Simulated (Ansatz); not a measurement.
Two isomers of C5H6: A = `C1=C[C@H]2C[C@@H]12`, B = `CC1=CC=C1`.

Isolated molecules relaxed with PBE0-D4/def2-TZVP in Ansatz; ΔE leaves out vibrations. CCSD(T)/CBS is the MP2 limit (def2-TZVPP, def2-QZVPP) plus CCSD(T) − MP2 in def2-TZVPP, frozen cores. Functionals use def2-TZVPP. B3LYP here is the variant with VWN-RPA as its local correlation; programs differ in this.

Which isomer does CCSD(T)/CBS put lower? Give the gap. (Estimate.)

Computed: A, by 14.4 kcal/mol.

Give E(B) − E(A) in kcal/mol with CCSD(T)/def2-SVP, B2PLYP, MP2/def2-TZVPP, PBE0-D4, HF/def2-TZVPP, LDA (SPW92), B3LYP. (Best estimate.)

Computed: CCSD(T)/def2-SVP 15.1, B2PLYP 14.9, MP2/def2-TZVPP 19.6, PBE0-D4 19.6, HF/def2-TZVPP 14.0, LDA (SPW92) 21.9, B3LYP 13.3. None reverses the order clearly.

Does the order hold for the free energy at 298.15 K (harmonic terms from PBE0-D4)? (An estimate is asked.)

The calculation gave: Yes: G(B) − G(A) = +11.8 kcal/mol.

Largest T1 diagnostic: 0.012.

From r2SCAN to r2SCAN0 (25 % exact exchange), in def2-TZVPP and without D4, E(B) − E(A) moves by +1.7 kcal/mol. At CCSD(T), def2-SVP lies +0.7 kcal/mol from the extrapolated value and def2-TZVPP +0.4 kcal/mol.
